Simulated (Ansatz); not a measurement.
# AlH4NSi (SMILES N=[SiH][AlH2]): single points off equilibrium

The task here is to estimate one member of a computed series from the others.

The runs use Ansatz 0.2.0, Gaussian basis; single points in def2-TZVPP.

Cores are frozen in the correlated methods.

## Where the work starts

SMILES `N=[SiH][AlH2]`, 7 atoms, charge 0, spin multiplicity 1.

Atoms are counted from 1 here; the program's logs count them from 0.

Bond lengths: N1–Si2 1.616 Å, N1–H4 0.853 Å, Si2–Al3 2.540 Å, Si2–H5 1.382 Å, Al3–H6 1.502 Å, Al3–H7 1.229 Å. Angles: Si2–N1–H4 121.2°, N1–Si2–Al3 152.9°, N1–Si2–H5 105.5°, Al3–Si2–H5 101.6°, Si2–Al3–H6 125.9°, Si2–Al3–H7 105.9°, H6–Al3–H7 119.7°.

As a file:

```tsv
atom	x (Å)	y (Å)	z (Å)
N1	-1.8355	-0.7998	-1.1794
Si2	-0.6692	0.0597	-0.4639
Al3	1.4903	0.2816	0.8542
H4	-1.7076	-1.6100	-1.4133
H5	-0.9894	1.3834	-0.6964
H6	2.1555	-0.8085	1.6453
H7	1.5119	1.4373	1.2711
```

Set-up of the first run:

File run/in.yaml:

```yaml
crystal:
  periodic: [false, false, false]
  atoms:
    - {symbol: N, position_ang: [-1.835500, -0.799800, -1.179400]}
    - {symbol: Si, position_ang: [-0.669200, 0.059700, -0.463900]}
    - {symbol: Al, position_ang: [1.490300, 0.281600, 0.854200]}
    - {symbol: H, position_ang: [-1.707600, -1.610000, -1.413300]}
    - {symbol: H, position_ang: [-0.989400, 1.383400, -0.696400]}
    - {symbol: H, position_ang: [2.155500, -0.808500, 1.645300]}
    - {symbol: H, position_ang: [1.511900, 1.437300, 1.271100]}
basis:
  gaussian: {orbitals: def2-TZVPP}
correlation: {method: ccsd_t}
output: {forces: true}
```

Run with:

```sh
$ ansatz run in.yaml --threads 4 --pin off --events-out ev --progress --plain --max-ram 5222MiB
```

Steps of the session up to this table: CCSD(T)/def2-TZVPP; PBE0-D4/def2-TZVPP; wB97M-V/def2-TZVPP; r2SCAN-D4/def2-TZVPP; PBE-D4/def2-TZVPP; LC-wPBE/def2-TZVPP; HSE06-D4/def2-TZVPP.

One table of the session follows, with a row left open; its other results are not shown here.

| method | RMS force component (eV/Å) | angle to CCSD(T) forces (°) | dipole (D) |
| --- | --- | --- | --- |
| CCSD(T) | 4.869 | reference | 3.81 |
| PBE0-D4 | ? | ? | ? |
| wB97M-V | 4.846 | 3.2 | 4.28 |
| r2SCAN-D4 | 4.868 | 1.6 | 3.61 |
| PBE-D4 | 4.926 | 1.5 | 3.37 |
| LC-wPBE | 4.927 | 4.7 | 4.45 |
| HSE06-D4 | 4.895 | 2.5 | 3.87 |

Estimate the missing values for PBE0-D4.

**Answer.** RMS force component (eV/Å): 4.893; angle to CCSD(T) forces (°): 2.6; dipole (D): 3.89. In the column «RMS force component (eV/Å)» it lies between CCSD(T) (4.869) and HSE06-D4 (4.895).

To keep in mind: The reference is not at the basis limit: in triple zeta CCSD(T) underbinds, which counts against methods that bind more; the gaps are no ranking.
